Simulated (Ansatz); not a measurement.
# C₂H₂N₂O: taking an electron away

Aim: the vertical ionisation energy of C₂H₂N₂O, as cation minus neutral at the neutral's geometry, on several levels, and how well −ε(HOMO) stands in for it.

The runs use Ansatz 0.2.0, Gaussian basis; unrestricted cation, the program's frozen cores in correlated methods.

The runs, in order: UKS PBE-D4/def2-TZVPP; UKS r2SCAN-D4/def2-TZVPP; UKS PBE0-D4/def2-TZVPP; UKS B3LYP-D4/def2-TZVPP; UKS wB97X-V/def2-TZVPP; UKS wB97M-V/def2-TZVPP; UKS B2PLYP/def2-TZVPP; UHF-CCSD(T)/def2-TZVPP; UHF-CCSD(T)/def2-QZVPP; extrapolation to the limit; then −ε(HOMO) from the neutral's earlier runs with LDA (SPW92), PBE-D4, revPBE-D4, BLYP-D4, r2SCAN-D4, B97M-V, PBE0-D4, B3LYP-D4, r2SCANh-D4, r2SCAN0-D4, HSE06-D4, BHLYP-D4, CAM-B3LYP-D4, LC-ωPBE, ωB97X-V, ωB97M-V.

## (1) Structure used throughout

The geometry comes from an earlier relaxation with PBE0-D4 in a triple-zeta def2 set; it is a stationary point, not always the lowest conformer.

7 atoms, charge 0, spin multiplicity 1.

Atoms are counted from 1 here; the program's logs count them from 0.

Bond lengths: C1–N2 1.282 Å, C1–O5 1.348 Å, C1–H6 1.078 Å, N2–N3 1.386 Å, N3–C4 1.282 Å, C4–O5 1.348 Å, C4–H7 1.078 Å. Angles: N2–C1–O5 113.2°, N2–C1–H6 128.5°, O5–C1–H6 118.2°, C1–N2–N3 105.9°, N2–N3–C4 105.9°, N3–C4–O5 113.2°, N3–C4–H7 128.5°, O5–C4–H7 118.2°, C1–O5–C4 101.7°.

## (2) Cation, UKS PBE-D4/def2-TZVPP

in.yaml reads:

```yaml
crystal:
  periodic: [false, false, false]
  atoms:
    - {symbol: C, position_ang: [-0.220075, 0.735777, 0.717496]}
    - {symbol: N, position_ang: [-1.096728, 0.696670, -0.216746]}
    - {symbol: N, position_ang: [-0.686383, -0.305269, -1.082046]}
    - {symbol: C, position_ang: [0.398735, -0.775004, -0.587349]}
    - {symbol: O, position_ang: [0.766435, -0.168247, 0.558276]}
    - {symbol: H, position_ang: [-0.185007, 1.382727, 1.578831]}
    - {symbol: H, position_ang: [1.023023, -1.566644, -0.968462]}
basis:
  gaussian: {orbitals: def2-TZVPP}
total_charge: 1
magnetization: {spin_polarized: true, initial_magnetization: 1}
hamiltonian: {xc: pbe, dispersion: d4}
```

Run with:

```console
$ ansatz run in.yaml --threads 2 --pin off --events-out ev --progress --plain --max-ram 32768MiB --backend cpu
```

Further steps of the session: Cation, UKS r2SCAN-D4/def2-TZVPP; Cation, UKS PBE0-D4/def2-TZVPP; Cation, UKS B3LYP-D4/def2-TZVPP; Cation, UKS wB97X-V/def2-TZVPP; Cation, UKS wB97M-V/def2-TZVPP; Cation, UKS B2PLYP (frozen core)/def2-TZVPP; Cation, UHF-CCSD(T)/def2-TZVPP; Cation, UHF-CCSD(T)/def2-QZVPP.

Before running them: what should the planned runs give, taken together? Wanted: ionisation energy, CCSD(T)/CBS; nearest functional by difference; nearest −ε(HOMO); −ε(HOMO) of PBE; T1 of the cation.

The runs gave:

| quantity | value |
| --- | --- |
| ionisation energy, CCSD(T)/CBS | 11.23 eV |
| nearest functional by difference | B2PLYP (-0.18 eV) |
| nearest −ε(HOMO) | LC-ωPBE (+0.02 eV) |
| −ε(HOMO) of PBE | 6.65 eV |
| T1 of the cation | 0.029 |

What this shows: By cation minus neutral, the functionals miss by 0.66 eV at most. −ε(HOMO) of PBE misses by 4.6 eV, since self-interaction lifts the level. Among orbital estimates LC-ωPBE comes nearest. Hartree-Fock falls 1.44 eV short, as the neutral has more correlation energy than the cation.
